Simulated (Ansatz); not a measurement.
Geometry optimisation, Ansatz, RKS B3LYP/def2-SVP.

input.yaml

```yaml
crystal:
  periodic: [false, false, false]
  atoms:
    - { symbol: B, position_ang: [0.238059, 0.0, 0.185819] }
    - { symbol: H, position_ang: [0.241278, 0.0, 1.373962] }
    - { symbol: F, position_ang: [1.406051, 0.0, -0.415744] }
    - { symbol: Cl, position_ang: [-1.229387, 0.0, -0.765238] }
basis:
  gaussian: { orbitals: def2-SVP }
hamiltonian:
  xc: b3lyp
relax:
  f_tol: 0.03
  max_steps: 50
```

Launched with:

```bash
$ ansatz run input.yaml --threads 1 --pin off --max-ram 2048MiB --backend cpu --events-out ev --progress --plain --runs-dir out
```

Question: Where does it end, and by what steps?

Answer: The forces met the threshold. After 3 steps the energy has fallen by 0.009 eV; H2 moved furthest, 0.03 Å.

```json
{"step": "0", "energy less start (eV)": "0.0000", "largest force component (eV/Å)": "0.332", "accepted": "yes"}
{"step": "1", "energy less start (eV)": "-0.0081", "largest force component (eV/Å)": "0.182", "accepted": "yes"}
{"step": "2", "energy less start (eV)": "-0.0094", "largest force component (eV/Å)": "0.062", "accepted": "yes"}
{"step": "3", "energy less start (eV)": "-0.0095", "largest force component (eV/Å)": "0.018", "accepted": "yes"}
```

```xyz
4
Properties=species:S:1:pos:R:3
B 0.253 0.000 0.188
H 0.217 0.000 1.387
F 1.409 0.000 -0.438
Cl -1.223 0.000 -0.758
```

Whether the end is a true minimum wasn't checked by a vibrational analysis.

Run time: 6.3 s on 1 thread of Arm Neoverse V1 (shared host), peak memory 0.12 GiB.
